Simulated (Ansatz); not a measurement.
**singlet [C2F3]+: levels of theory compared**

Wanted: a comparison of 4 runs (HF/3-21G, B3LYP/6-31G*, BLYP/aug-cc-pVDZ, RPA@PBE0/aug-cc-pVDZ) of singlet [C2F3]+. 

The results are computed with Ansatz 0.2.0.

45 further runs of the same task are left out: 3 that didn't finish, 42 set aside as unsound or not needed.

## Step 1: Starting point

The species is [C2F3]+ (5 atoms), meant as a singlet with charge +1. SMILES of the parent species: `F[C]=C(F)F`. The coordinates come from a PBE0-D4/def2-TZVP relaxation. That shape belongs to the parent species and isn't relaxed for this state.

Bond lengths: F1–C2 1.297 Å, C2–C3 1.311 Å, C3–F4 1.317 Å, C3–F5 1.311 Å. Angles: F1–C2–C3 129.8°, C2–C3–F4 124.9°, C2–C3–F5 123.2°, F4–C3–F5 111.9°.

## Step 2: A single-point energy at HF/3-21G (run 1)

run.yaml

```yaml
basis:
  gaussian: {orbitals: 3-21G.json}
crystal:
  periodic: [false, false, false]
  atoms:
    - {symbol: F, position_ang: [0.577720, -1.033470, 1.511080]}
    - {symbol: C, position_ang: [0.506940, 0.038840, 0.785720]}
    - {symbol: C, position_ang: [-0.126500, 0.247860, -0.343200]}
    - {symbol: F, position_ang: [-0.848620, -0.650470, -0.980670]}
    - {symbol: F, position_ang: [-0.109540, 1.397240, -0.972920]}
total_charge: 1
hamiltonian: {xc: hf}
accuracy: high
output: {orbitals: {seedname: orbitals}}
```

The basis set 3-21G is read from a file made from the Basis Set Exchange's data (not shown).

The run is started by

```
$ ansatz run run.yaml --threads 1 --pin off --max-ram 3480MiB --events-out events.jsonl --progress --plain --runs-dir runs
```

Log:

```text
Warning: RAYON_NUM_THREADS=1 ignored (pool sized by the plan → 1); use --threads N
Functional definition: HF
  name "HF"
  exchange = exact_x
  correlation = 0
947 factors; integrals over basis functions are off by at most 3.2e-9 eV
mean field evaluation 1: about -10101.5201 eV, gradient 5.1e1 eV
mean field evaluation 2: about -10101.8830 eV, gradient 5.1e1 eV
mean field evaluation 4: about -10107.2789 eV, gradient 4.2e0 eV
mean field evaluation 8: about -10107.3870 eV, gradient 7.7e-1 eV
mean field evaluation 16: about -10107.3911 eV, gradient 2.0e-8 eV
mean field evaluation 32: about -10106.0047 eV, gradient 7.6e0 eV
mean field evaluation 64: about -10106.2316 eV, gradient 8.5e-2 eV
mean field -10107.39110194 eV, -371.4397719607 hartree, gradient 1.8e-8 eV, S^2 0.000000; 0 other end points of the search recorded, 0 dependent functions left out
reference -10107.39110194 eV, -371.4397719607 hartree; 19, 19 occupied and 26, 26 virtual orbitals, 947 factors
Total energy: -10107.39110194 eV, -371.4397719607 hartree
```

Run time: 1.2 s. Hardware: 1 thread of Arm Neoverse N1, shared host; peak memory 0.099 GiB.

## Step 3: The energy at B3LYP/6-31G(d) (Cartesian functions) (run 2)

job.yaml

```yaml
crystal:
  periodic: [false, false, false]
  atoms:
    - {symbol: F, position_ang: [0.577720, -1.033470, 1.511080]}
    - {symbol: C, position_ang: [0.506940, 0.038840, 0.785720]}
    - {symbol: C, position_ang: [-0.126500, 0.247860, -0.343200]}
    - {symbol: F, position_ang: [-0.848620, -0.650470, -0.980670]}
    - {symbol: F, position_ang: [-0.109540, 1.397240, -0.972920]}
basis:
  gaussian: {orbitals: "6-31G*"}
total_charge: 1
hamiltonian: {xc: {name: B3LYP}}
accuracy: high
output: {orbitals: {seedname: orbitals}}
```

The run is started by

```
$ ansatz run job.yaml --threads 1 --pin off --max-ram 3480MiB --events-out events.jsonl --progress --plain --runs-dir runs
```

Log:

```text
Warning: RAYON_NUM_THREADS=1 ignored (pool sized by the plan → 1); use --threads N
Functional definition: B3LYP
  name "B3LYP"
  parameter a0 = 0.2
  parameter ax = 0.72
  parameter ac = 0.81
  exchange = (1 - a0 - ax)*slater_x + ax*b88_x + a0*exact_x
  correlation = (1 - ac)*vwn_rpa_c + ac*lyp_c
1554 factors; integrals over basis functions are off by at most 2.7e-9 eV
mean field evaluation 1: about -10202.2326 eV, gradient 6.3e1 eV
mean field evaluation 2: about -10128.4094 eV, gradient 1.8e2 eV
mean field evaluation 4: about -10208.0160 eV, gradient 1.7e1 eV
mean field evaluation 8: about -10208.5799 eV, gradient 1.4e-1 eV
mean field evaluation 16: about -10208.6335 eV, gradient 8.0e-4 eV
mean field evaluation 32: about -10208.6406 eV, gradient 1.7e-8 eV
mean field -10208.64058577 eV, -375.1606218621 hartree, gradient 2.3e-8 eV, S^2 0.000000; 2 other end points of the search recorded, 0 dependent functions left out
reference -10208.64060675 eV, -375.1606226328 hartree; 19, 19 occupied and 56, 56 virtual orbitals, 1554 factors
Total energy: -10208.64060675 eV, -375.1606226328 hartree
```

Run time: 22 s. Hardware: 1 thread of Arm Neoverse N1, shared host; peak memory 0.21 GiB.

Run 3 isn't shown in full; the table further down has it.

## Step 4: The energy at RPA@PBE0/aug-cc-pVDZ (run 4)

input.yaml

```yaml
crystal:
  periodic: [false, false, false]
  atoms:
    - symbol: F
      position_ang: [0.577720, -1.033470, 1.511080]
    - symbol: C
      position_ang: [0.506940, 0.038840, 0.785720]
    - symbol: C
      position_ang: [-0.126500, 0.247860, -0.343200]
    - symbol: F
      position_ang: [-0.848620, -0.650470, -0.980670]
    - symbol: F
      position_ang: [-0.109540, 1.397240, -0.972920]
basis:
  gaussian:
    orbitals: aug-cc-pVDZ
total_charge: 1
correlation:
  method: rpa
  frozen_orbitals: {C: 1, F: 1}
accuracy: high
hamiltonian:
  xc: {name: PBE0}
```

The run is started by

```
$ ansatz run input.yaml --threads 1 --pin off --max-ram 3480MiB --events-out events.jsonl --progress --plain --runs-dir runs
```

Log (excerpt; [...] marks lines left out):

```text
Warning: RAYON_NUM_THREADS=1 ignored (pool sized by the plan → 1); use --threads N
Functional definition: PBE0
  name "PBE0"
[...]
2297 factors; integrals over basis functions are off by at most 2.3e-9 eV
[...]
mean field -10199.90359249 eV, -374.8395432810 hartree, gradient 8.6e-9 eV, S^2 0.000000; 4 other end points of the search recorded, 0 dependent functions left out; unrestricted orbitals would lower it
[...]
unrestricted determinant -10165.92484365 eV, -373.5908472928 hartree, S^2 1.0106
5 core orbitals not correlated: weight in the atoms' cores, before any rotation towards them, 1.000 or more for the frozen orbitals, at most 0.000 for the correlated occupied ones
reference -10163.06976382 eV, -373.4859250443 hartree; 14, 14 occupied and 96, 96 virtual orbitals, 2297 factors
Total energy: -10194.52946615 eV, -374.6420477806 hartree
```

Wall time 89 s (1 thread of Arm Neoverse N1, shared host); peak memory 0.48 GiB.

## Step 5: All runs side by side

| run | level | Cartesian functions | frozen core orbitals | energy (Eh) | wall time |
| --- | --- | --- | --- | --- | --- |
| 1 | HF/3-21G | no | – | -371.439772 | 1.2 s |
| 2 | B3LYP/6-31G* (Cartesian functions) | yes | – | -375.160623 | 22 s |
| 3 | BLYP/aug-cc-pVDZ | no | – | -375.191834 | 32 s |
| 4 | RPA@PBE0/aug-cc-pVDZ | no | 5 | -374.642048 | 89 s |

## Step 6: Outcome

| quantity | value |
| --- | --- |
| run 4: total energy | -374.64205 Eh |
| run 4: RPA correlation energy (valence) | -1156.1 mEh |

Totals of different functionals can't be ranked against each other. In run 4 the log says that unrestricted orbitals would lower the reference, so the values rest on an unstable closed-shell determinant (other closed-shell runs at this shape may share the fault). All runs together took 2.4 min, the longest 89 s.
